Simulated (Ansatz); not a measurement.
Computed with Ansatz on PBE0-D4/def2-TZVP structures; ΔE is electronic, products minus reactants. CCSD(T)/CBS adds triple-zeta CCSD(T) − MP2 to the extrapolated MP2 energy (def2 sets, frozen cores). This one scheme is used for every species. DFT in def2-TZVPP. B3LYP here is the variant with VWN-RPA as its local correlation; programs differ in this. Each species was taken in one conformer, which may not be the lowest.

`CNC(O)O` + H–F → `CNC(O)F` + H₂O  (substitution at a C–O bond)

```csv
level,ΔE (kJ/mol)
B3LYP,-14.4
HF/def2-TZVPP,-15.0
MP2/def2-TZVPP,-2.1
HF/def2-QZVPP,-15.3
```

**Question.** What does CCSD(T)/CBS give? (Best estimate.)

**Answer.** Ansatz gave: -5.1 kJ/mol. The listed levels differ from it by -9.3, -9.9, 3.0, -10.2 kJ/mol.

Largest T1 diagnostic among the species: 0.011.

The D4 term adds +3.3 kJ/mol with B3LYP and +1.8 kJ/mol with PBE0; it sums over pairs of atoms, weighted by their polarisabilities, and B3LYP, whose exchange is more repulsive, gets the larger term. In def2-TZVPP, CCSD(T) changes the Hartree–Fock value by +9.5 kJ/mol (the triples alone add +0.8 kJ/mol) and MP2 by +12.9 kJ/mol.
